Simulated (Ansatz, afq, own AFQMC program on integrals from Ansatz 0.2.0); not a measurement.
AlGeH, triplet in cc-pVDZ, levels against CCSDT(Q)

```xyz
3

Ge    0.0000    0.0000    2.5244
Al    0.0000    0.0000   -0.4616
H     0.0000    0.0000   -2.0627
```

Connectivity, by distances: Ge–AlH.

Basis cc-pVDZ. Noble-gas cores (and the filled d shells of Ga–Kr and In–Xe) are frozen. Integrals, coupled cluster, full CI and functionals: Ansatz 0.2.0; the random walks run on the same integrals in our own AFQMC program. The CISD trial takes its coefficients from CCSD amplitudes. Released means that phaseless walkers are propagated on without the constraint, phases kept. ± is one standard error of the sampling. No spin–orbit coupling.

Determinant: UHF, the one that the program's search chose, which needn't be the lowest solution. The geometry is a point of a scan.

No full CI on the walks' own integrals is used here; CCSDT(Q) serves as the reference and is uncertain by about the last step of the cluster series.

Cautions: no relativity below Rb; no spin-orbit coupling; inner d shell frozen; lower spins were not checked; higher spins were not checked; raised T1 diagnostic (T1 0.043, weight of the determinant 0.85, largest double 0.09).

The T1 diagnostic is 0.0434 and the weight of the determinant in the CISD state is 0.847. The ⟨S²⟩ of the determinant is 2.018 and the size of the correlated space is 8 electrons in 31 orbitals.

Reference: CCSDT(Q), correlation energy -3.955 eV. The released energy is read at 2.40 1/Eh (meV from the phaseless value at times in 1/Eh: -17 ± 13 at 0.24, -20 ± 12 at 0.51, -28 ± 10 at 0.99, -14 ± 11 at 1.62, -33 ± 17 at 2.40).

| level | E − E(reference) (kJ/mol) | share of correlation (%) |
| --- | --- | --- |
| HF | 381.6 | 0.00 |
| MP2 | 109.5 | 71.31 |
| CCSD | 19.8 | 94.80 |
| CCSD(T) | 6.5 | 98.30 |
| CCSDT | 1.2 | 99.68 |
| ph-AFQMC/CISD | 1.9 ± 1.3 | 99.50 |
| released AFQMC | -1.3 ± 1.6 | 100.33 |

A walk keeps the symmetry of its determinant, which the program's search chose and which needn't be the lowest solution, so a lower state of the same spin and another symmetry isn't excluded. Released energies are given only where the last usable release times agree within the noise; a slower fall can still hide under it.
